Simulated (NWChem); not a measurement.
# Correlation energy of O₂ (+1)

```xyz
2

O      0.0000     0.0000     0.5535
O      0.0000     0.0000    -0.5535
```
Charge +1, spin multiplicity 2.

All runs are NWChem calculations. The geometry was optimised at UB3LYP/def2-SVP, a minimum by its harmonic frequencies.

Basis set: cc-pVDZ. Each correlation energy counts from its own Hartree-Fock reference.

```tsv
method	correlation energy (mHa)
URI-MP2	-373.7
UMP2	-373.5
SCS-UMP2	-357.6
CCSD on UHF	-366.7
CCSD[T] on UHF	-380.5
CCSD(T) on UHF	-379.6
CCSD on ROHF	-374.5
CCSD[T] on ROHF	-388.6
CCSD(T) on ROHF	-388.1
CCSDT on ROHF	-387.9
```

The values span 31.0 mHa, from CCSD[T] on ROHF (lowest) to SCS-UMP2 (highest). 

The correlated methods keep 2 core orbitals frozen. The structure started from a generated list of species. The unpaired electrons of the parent sit in orbitals of symmetry b3g (D2h labels of the run); other states weren't searched. No SCF solution was tested for a lower state. Open-shell Hartree-Fock references start from PBE0 orbitals. No row is a measurement; the coupled-cluster row has its own basis-set and correlation limits.
